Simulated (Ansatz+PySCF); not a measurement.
The numbers below are computed, except where a source is named.
This PySCF input gave a total energy of -107.64960 hartree.

```python
from pyscf import gto, scf, mp

mol = gto.M(atom="""
N 0.000000 0.000000 -0.548880
N 0.000000 0.000000 0.548880
""", basis='sto-3g', charge=0, spin=0)
mf = scf.UHF(mol)
mf.kernel()
pt = mp.MP2(mf, frozen=2).run()
print(mf.e_tot, pt.e_corr, pt.e_tot)
```

**Question.** Write an input for Ansatz with the same method and basis set.

**Answer.**

```yaml
crystal:
  periodic: [false, false, false]
  atoms:
    - { symbol: "N", position_ang: [0.0, 0.0, -0.54888] }
    - { symbol: "N", position_ang: [0.0, 0.0, 0.54888] }
basis:
  gaussian: { orbitals: STO-3G }
magnetization:
  spin_polarized: true
hamiltonian:
  xc: hf
correlation:
  method: mp2
  frozen_orbitals: { "N": 1 }
scf:
  omitted_lower_state_checks: [stability, starts, atomic_configurations, cluster_reference, orbital_swaps, given_window_search, neighbouring_geometries, increment]
```

Ansatz (development build ahead of 0.2.0) gave -107.64960 hartree, 0.00 meV from the first.
